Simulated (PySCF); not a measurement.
# One shape, several levels: SiH4S (Si(SH)H3)

Aim: a comparison of 6 runs (B3LYP/STO-6G, SVWN5/STO-6G, UPBE0/STO-6G, MP2/STO-6G, CCSD(T)/STO-6G, FCI/STO-6G) of SiH4S (Si(SH)H3). 

Program for the calculation: PySCF 2.14.0.

2 further runs of the same task are left out: 2 set aside as unsound or not needed.

**1. The system as given**

The species is SiH4S (6 atoms), meant as a singlet with charge 0. SMILES: `[H][Si]([H])([H])S`. The Si1–H4 distance was set to 2.177 Å, away from the relaxed value. At this shape a bond of the SMILES string is far longer than usual.

Bond lengths: Si1–S2 2.147 Å, S2–H3 1.325 Å, Si1–H5 1.457 Å, Si1–H6 1.458 Å. Angles: Si1–S2–H3 97.0°, S2–Si1–H5 107.7°, S2–Si1–H6 107.7°, H5–Si1–H6 111.3°. A long bond or contact: Si1–H4 2.177 Å.

**2. A single-point energy at B3LYP/STO-6G (run 1)**

Input file input.py:

```python
from pyscf import gto, dft

mol = gto.M(
    atom='''
Si    -0.947066    -0.021666    -0.683894
S     -0.847837     0.043265     3.371553
H     -3.324380     0.119024     3.737725
H      3.034919    -0.039098    -1.719556
H     -2.278265     2.236822    -1.525918
H     -2.273862    -2.309293    -1.453844
''',
    basis='sto-6g',
    unit='bohr',
    max_memory=1860,
    verbose=4,
    charge=0,
)

mf = dft.RKS(mol)
mf.xc = 'b3lyp'
mf.conv_tol = 1e-10
mf.grids.level = 5
mf.kernel()
if not mf.converged:
    mf = mf.newton().run(mf.mo_coeff, mf.mo_occ)

e_final = mf.e_tot
print('E = %.10f Eh' % e_final)
```

Command:

```sh
$ OMP_NUM_THREADS=1 python input.py
```

What it wrote:

```text
PySCF version 2.14.0

[... 72 lines left out ...]
converged SCF energy = -687.543613625113
E = -687.5436136251 Eh
```

It took 4.5 s on 1 thread of Arm Neoverse V1, shared host; peak memory 0.21 GiB.

**3. The energy at SVWN5/STO-6G (run 2)**

Input file input.py:

```python
from pyscf import gto, dft

system = gto.M(
    atom=[
    ('Si', (-0.501166, -0.011465, -0.361901)),
    ('S', (-0.448656, 0.022895, 1.784149)),
    ('H', (-1.759186, 0.062985, 1.977919)),
    ('H', (1.606010, -0.020690, -0.909950)),
    ('H', (-1.205606, 1.183675, -0.807481)),
    ('H', (-1.203276, -1.222025, -0.769341)),
],
    verbose=3,
    max_memory=1860,
    basis='sto-6g',
    spin=0,
)

ks = dft.RKS(system)
ks.xc = 'svwn'
ks.conv_tol = 1e-10
ks.grids.level = 5
ks.kernel()
if not ks.converged:
    ks = ks.newton().run(ks.mo_coeff, ks.mo_occ)

etot = ks.e_tot
print('Final energy', etot)
```

Command:

```sh
$ OMP_NUM_THREADS=1 python input.py
```

What it wrote:

```text
converged SCF energy = -684.864187683455
Final energy -684.8641876834552
```

Wall time 3 s (1 thread of Arm Neoverse V1, shared host); peak memory 0.14 GiB.

Runs 3 to 5 aren't shown in full; the table further down has their settings and results.

**4. The energy at FCI/STO-6G (run 6)**

Input file calc.py:

```python
from pyscf import gto, scf, mcscf
from pyscf import fci

molecule = gto.M(
    atom=[
    ('Si', (-0.501166, -0.011465, -0.361901)),
    ('S', (-0.448656, 0.022895, 1.784149)),
    ('H', (-1.759186, 0.062985, 1.977919)),
    ('H', (1.606010, -0.020690, -0.909950)),
    ('H', (-1.205606, 1.183675, -0.807481)),
    ('H', (-1.203276, -1.222025, -0.769341)),
],
    verbose=3,
    max_memory=1860,
    charge=0,
    basis='sto-6g',
)

mf = scf.RHF(molecule)
mf.conv_tol = 1e-10
mf.kernel()
if not mf.converged:
    mf = mf.newton().run(mf.mo_coeff, mf.mo_occ)

cas = mcscf.CASCI(mf, mf.mo_coeff.shape[-1] - 10, (molecule.nelec[0] - 10, molecule.nelec[1] - 10))  # full CI above the frozen core
cas.fcisolver = fci.direct_spin0.FCI(molecule)  # even spin states alone
cas.kernel()
print('<S^2> = %.4f' % cas.fcisolver.spin_square(cas.ci, cas.ncas, cas.nelecas)[0])
etot = cas.e_tot
print(f'total energy: {etot:.8f} hartree')
```

Command:

```sh
$ OMP_NUM_THREADS=1 python calc.py
```

What it wrote:

```text
converged SCF energy = -686.260511684345
CASCI E = -686.392020502888  E(CI) = -32.8249472244714  S^2 = 0.0000000
<S^2> = 0.0000
total energy: -686.39202050 hartree
```

It took 9 s on 1 thread of Arm Neoverse V1, shared host; peak memory 0.25 GiB.

**5. The series**

```
run           level  follow instability  integration grid  energy (Eh)  dipole moment (D) of the reference  HOMO energy (eV)  LUMO energy (eV)  wall time
  1    B3LYP/STO-6G                   –                 5  -687.543614                                1.49             -3.35              1.69      4.5 s
  2    SVWN5/STO-6G                   –                 5  -684.864188                                1.53             -1.91              1.21        3 s
  3    UPBE0/STO-6G                 yes                 5  -687.269123                                1.56             -3.58              2.05       19 s
  4      MP2/STO-6G                   –                 –  -686.344467                                1.72             -7.14              6.14      1.1 s
  5  CCSD(T)/STO-6G                   –                 –  -686.391449                                1.72             -7.14              6.14      1.2 s
  6      FCI/STO-6G                   –                 –  -686.392021                                1.72             -7.14              6.14        9 s
```

**6. Results**

```
                                           quantity          value
                                run 6: total energy  -686.39202 Eh
        run 6: dipole moment (Hartree–Fock density)         1.72 D
         run 6: HOMO energy (Hartree–Fock orbitals)       -7.14 eV
         run 6: LUMO energy (Hartree–Fock orbitals)        6.14 eV
       run 6: HOMO–LUMO gap (Hartree–Fock orbitals)       13.27 eV
run 6: correlation energy (10 core orbitals frozen)     -131.5 mEh
```

**Reading.** Against full CI in this basis: MP2 +47.6 mEh; CCSD(T) +0.6 mEh. Over runs 1, 2, 3 the dipole moment (its size) runs from 1.49 D (B3LYP/STO-6G) to 1.56 D (UPBE0/STO-6G). Over runs 1, 2, 3 the HOMO–LUMO gap runs from 3.13 eV (SVWN5/STO-6G) to 5.63 eV (UPBE0/STO-6G). Totals of different functionals can't be ranked against each other. In runs 1, 2, 3, 4, 5, 6 the basis is minimal, so the values are rough. All runs together took 38 s, the longest 19 s.
